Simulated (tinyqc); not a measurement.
Worked calculation: Pariser-Parr-Pople SCF with singles CI, for the molecule C=CC(=O)C=C (SMILES; centres numbered as the heavy atoms are written). One step of it, computed by the program tinyqc.

Task: Iteration 2: Fock matrix. F_rr = H_rr + P_rr gamma_rr / 2 + sum_(s != r) P_ss gamma_rs; F_rs = H_rs - P_rs gamma_rs / 2; E = tr P (H + F) / 2 + core repulsion sum_(r<s) z_r z_s gamma_rs.

P after iteration 1, lower triangle:
```
           1C         2C        3C         4O        5C        6C
1C   0.944577
2C   0.919877   1.004276
3C   0.092947   0.382365  0.835348
4O  -0.353920  -0.025596  0.802297   1.266946
5C  -0.080123   0.004276  0.382365  -0.025596  1.004276
6C  -0.055423  -0.080123  0.092947  -0.353920  0.919877  0.944577
```

core matrix H (eV), lower triangle:
```
            1C          2C          3C          4O          5C          6C
1C  -35.280565
2C   -2.390000  -40.591984
3C    0.000000   -2.390000  -44.853061
4O    0.000000    0.000000   -2.510000  -46.212229
5C    0.000000    0.000000   -2.390000    0.000000  -40.591984
6C    0.000000    0.000000    0.000000    0.000000   -2.390000  -35.280565
```

repulsion gamma_rs (eV), lower triangle:
```
           1C         2C         3C         4O         5C         6C
1C  11.130000
2C   7.552439  11.130000
3C   5.239019   7.554960  11.130000
4O   4.790050   5.413514   8.105103  15.200000
5C   3.670370   5.240702   7.554960   5.413514  11.130000
6C   2.868686   3.670370   5.239019   4.790050   7.552439  11.130000
```

Centres (angstrom, eV; a flat drawing with bonds scaled to 1.40 angstrom):
```
centre          x          y  core charge z          W   gamma_rr
1C      -2.425000   0.000000              1  11.160000  11.130000
2C      -1.212000   0.700000              1  11.160000  11.130000
3C       0.000000   0.000000              1  11.160000  11.130000
4O       0.000000  -1.400000              1  17.700000  15.200000
5C       1.212000   0.700000              1  11.160000  11.130000
6C       2.425000   0.000000              1  11.160000  11.130000
```

Give: F; pi energy.

Result:

F (eV), lower triangle:
```
        1C      2C      3C      4O      5C      6C
1C  -5.598
2C  -5.864  -5.970
3C  -0.243  -3.834  -4.864
4O   0.848   0.069  -5.761  -9.890
5C   0.147  -0.011  -3.834   0.069  -5.970
6C   0.079   0.147  -0.243   0.848  -5.864  -5.598
```

pi energy = -84.281 eV
